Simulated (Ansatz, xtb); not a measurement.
## Two isomers of C4H7N

Structure X: `CCCC#N`, a singlet. Structure Y: `[H]/N=C/C(=C)C`, a singlet. Both are isolated molecules in the gas phase, relaxed with r2SCAN-D4/def2-SVP; the shapes shown needn't be the lowest conformers.

X (Å):

```yaml
atoms:
  - { symbol: C, position_ang: [1.4394, 0.8648, -0.0907] }
  - { symbol: C, position_ang: [0.4544, 0.4482, 0.9931] }
  - { symbol: C, position_ang: [-0.7653, -0.2798, 0.4056] }
  - { symbol: C, position_ang: [-1.7292, -0.6924, 1.4192] }
  - { symbol: N, position_ang: [-2.4816, -1.0104, 2.2469] }
  - { symbol: H, position_ang: [1.8165, -0.0083, -0.6478] }
  - { symbol: H, position_ang: [0.9705, 1.5470, -0.8185] }
  - { symbol: H, position_ang: [2.3072, 1.3844, 0.3425] }
  - { symbol: H, position_ang: [0.9456, -0.2132, 1.7265] }
  - { symbol: H, position_ang: [0.1064, 1.3299, 1.5570] }
  - { symbol: H, position_ang: [-1.2844, 0.3685, -0.3227] }
  - { symbol: H, position_ang: [-0.4440, -1.1771, -0.1527] }
```

Y (Å):

```yaml
atoms:
  - { symbol: C, position_ang: [0.8918, -0.9116, -0.5734] }
  - { symbol: C, position_ang: [0.9171, -0.2698, -1.7587] }
  - { symbol: C, position_ang: [0.6538, -0.9301, -3.0767] }
  - { symbol: C, position_ang: [1.2203, 1.1701, -1.7784] }
  - { symbol: N, position_ang: [1.2568, 1.8262, -2.8756] }
  - { symbol: H, position_ang: [1.0926, -0.3755, 0.3603] }
  - { symbol: H, position_ang: [0.6719, -1.9809, -0.5022] }
  - { symbol: H, position_ang: [1.5183, -0.8022, -3.7473] }
  - { symbol: H, position_ang: [-0.1919, -0.4419, -3.5863] }
  - { symbol: H, position_ang: [0.4393, -2.0013, -2.9573] }
  - { symbol: H, position_ang: [1.4092, 1.6218, -0.7816] }
  - { symbol: H, position_ang: [1.4823, 2.8099, -2.6915] }
```

Quicker runs give these differences E(Y) − E(X): GFN2-xTB +69.2 kJ/mol; HF/STO-3G +205.3 kJ/mol (at GFN2-xTB geometries); r2SCAN-D4/def2-SVP//GFN2-xTB +55.2 kJ/mol.

Problem. Estimate E(Y) − E(X) at the level CCSD(T)/def2-SVP + ΔMP2/def2-TZVPP.

Solution. Calculated at CCSD(T)/def2-SVP + ΔMP2/def2-TZVPP: E(Y) − E(X) = +69.1 kJ/mol, so structure X lies lower.

Level by level:

| level | geometry | E(Y) − E(X) (kJ/mol) | departure from the last row (kJ/mol) | job, with rough time for the two |
| --- | --- | --- | --- | --- |
| GFN2-xTB | GFN2-xTB | +69.2 | +0.1 | optimisation, 0.11 s |
| HF/STO-3G | GFN2-xTB | +205.3 | +136.2 | single point, 0.2 s |
| r2SCAN-D4/def2-SVP//GFN2-xTB | GFN2-xTB | +55.2 | −13.9 | single point, 1.4 s |
| r2SCAN-D4/def2-SVP | r2SCAN-D4/def2-SVP | +54.2 | −14.9 | optimisation, 9.9 s |
| HF/def2-SVP | r2SCAN-D4/def2-SVP | +82.6 | +13.5 | part of the CCSD(T) run |
| MP2/def2-SVP | r2SCAN-D4/def2-SVP | +93.3 | +24.2 | part of the CCSD(T) run |
| CCSD(T)/def2-SVP | r2SCAN-D4/def2-SVP | +77.4 | +8.4 | single point |
| CCSD(T)/def2-SVP + ΔMP2/def2-TZVPP | r2SCAN-D4/def2-SVP | +69.1 |  | single point, 12 s |

As drawn, Y has 1 N–H, 1 C=N, 1 C=C in place of 1 C–C, 1 C≡N, 1 C–H.

None of the levels shown reverses the order. The largest departure from CCSD(T)/def2-SVP + ΔMP2/def2-TZVPP is that of HF/STO-3G, 136.2 kJ/mol. The last row adds to CCSD(T) the change of the MP2 difference between the two basis sets, here −8.4 kJ/mol.

With harmonic frequencies from r2SCAN-D4/def2-SVP (ideal gas, rigid rotor, one conformer each, 298.15 K, 1 atm): the zero-point term adds −1.2 kJ/mol; ΔH is +67.2 and ΔG +69.2 kJ/mol.

The correlated steps freeze 5 core orbitals. Programs: Ansatz 0.2.0, xtb 6.7.1; the last row on 4 threads of AMD EPYC 9R14 (Zen 4) on a shared host.
